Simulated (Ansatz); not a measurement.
**How far a parabola holds: energy against volume of zinc-blende BeSe**

Results of LDA in Ansatz (plane waves, PAW) for zinc-blende BeSe. Settings: plane-wave cutoff 520 eV, 12×12×12 k mesh, Fermi–Dirac smearing 0.01 eV, scalar-relativistic PAW data made under PBE. The cell has no free parameter but its volume, all volumes share cutoff and mesh, and the runs aren't spin-polarised. Energies are free energies at the run's smearing, counted from the lowest row; static lattice.

```csv
V (Å³/atom),E (meV/atom)
15.416,?
15.744,7.37
16.072,1.79
16.400,0.00
16.728,1.65
17.056,6.43
```

### Question
Using a parabola, estimate the missing E at V = 15.416 from the other rows, showing the fit.

### Answer
With u = V - 16.4, the rows have u = -0.6560, -0.3280, 0.0000, 0.3280, 0.6560. Least squares gives E = -0.003 - 0.616·u + 16.041·u². Residuals (row less fit): 0.066, -0.135, 0.003, 0.129, -0.066; standard error 0.148 (degrees of freedom: 2). The fitted curve has its minimum at V = 16.4, where E = -0.01. Its curvature is d²E/dV² = 2 × 16.041 meV/Å⁶, so B = V0·d²E/dV² × 0.1602 = 84.4 GPa. At the withheld row, u = -0.9840, so E = -0.003 - 0.616 × (-0.9840) + 16.041 × (-0.9840)² = 16.135 meV/atom. The calculation gives 17.14 meV/atom, 1.005 meV/atom above the prediction (5.9 % of the range of E in the table). The row lies outside the fitted rows, so this is an extrapolation. From the scatter of the fitted rows alone, a prediction at this place has a standard error of 0.349 meV/atom, so the miss is 2.9 times that.

The residuals are curvature that a parabola lacks, not noise. A solid that stiffens under compression and softens on expansion lies above the parabola at the compressed end and under it at the expanded end, as this row does. A third-order Birch-Murnaghan fit to the whole scan has B0 = 84.0 GPa. Only scans are tabulated whose curvature falls smoothly with volume, and where the parabola meets the shown rows within 5 % of their range and misses the end by 0.1 meV or more.

Measured, for comparison: bulk modulus 92.2 GPa (temperature not stated, not corrected to a static lattice; as tabulated in Inakpenu et al., APS March Meeting 2017, C27.9). Computed less measured: bulk modulus -9 %.

Ansatz is a first-principles code.
